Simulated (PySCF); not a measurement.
**One molecule, many functionals**

1-hexene, C6H12.
Geometry (PBE0-D3(BJ)/def2-SVP, Å), atoms numbered from 1 in this order:
```
atom  x, y, z in Å
C1    -3.2529    0.3262    0.1776
C2    -2.1954    0.0523   -0.5872
C3    -0.9491   -0.6365   -0.1305
C4     0.3024    0.2290   -0.2693
C5     1.5789   -0.4736    0.1726
C6     2.8211    0.3929    0.0412
H7    -3.2813    0.0373    1.2338
H8    -4.1296    0.8451   -0.2193
H9    -2.2114    0.3636   -1.6406
H10   -0.8065   -1.5586   -0.7246
H11   -1.0652   -0.9587    0.9183
H12    0.1661    1.1544    0.3177
H13    0.4088    0.5541   -1.3204
H14    1.4650   -0.8035    1.2205
H15    1.7060   -1.3982   -0.4183
H16    2.7360    1.3070    0.6508
H17    3.7268   -0.1409    0.3672
H18    2.9789    0.7090   -1.0027
```

Linear-response calculations in the def2-SVPD basis (PySCF; singlets by full response, triplets Tamm–Dancoff, core orbitals frozen in the response; HF means time-dependent Hartree–Fock). 'Strongest' is the level of largest summed f among the singlets computed (10 roots, of which the last may lack a degenerate partner); it can jump between rows when another state enters that window. S1 is the lowest singlet of each run and needn't be the same state throughout; f(S1) is that of one state. Geometry: PBE0-D3(BJ)/def2-SVP, one conformer, isolated molecule.

```
functional                               kind  S1 (eV)  f(S1)  strongest (eV)  T1 (eV)  HOMO (eV)  gap (eV)  ionisation energy, ΔSCF (eV)
       LDA                                LDA     6.48  0.020            6.93     4.73      -6.40      5.48                          9.48
       PBE                                GGA     6.41  0.021            7.03     4.48      -6.23      5.54                          9.27
     B3LYP  global hybrid, 20% exact exchange     6.91  0.038            7.25     4.43      -7.13      7.23                          9.46
      PBE0  global hybrid, 25% exact exchange     7.17  0.049            7.38     4.33      -7.35      7.70                          9.44
 BHandHLYP  global hybrid, 50% exact exchange     7.35  0.047            7.45     4.25      -8.32      9.64                          9.35
 CAM-B3LYP             range-separated hybrid     7.30  0.042            7.41     4.37      -8.69     10.13                          9.58
   wB97X-D             range-separated hybrid     7.45  0.505            7.45     4.50      -9.21     11.39                          9.52
   LC-wPBE             range-separated hybrid     7.58  0.506            7.58     4.22     -10.09     12.67                          9.64
        HF                       Hartree–Fock     7.51  0.560            7.51     3.71      -9.77     12.64                   not settled
```

S1 runs from 6.41 eV (PBE) to 7.58 eV (LC-wPBE), a spread of 1.18 eV, while the orbital gap spreads over 7.2 eV. Along PBE (0%), B3LYP (20%), PBE0 (25%), BHandHLYP (50%), HF (100%) S1 rises with the share of exact exchange. −ε(HOMO) comes closest to its own ΔSCF ionisation energy with wB97X-D (-0.31 eV) and misses most with LDA (-3.07 eV). 'Not settled' means that the ion's SCF failed to converge or may have ended in another state than the lowest.
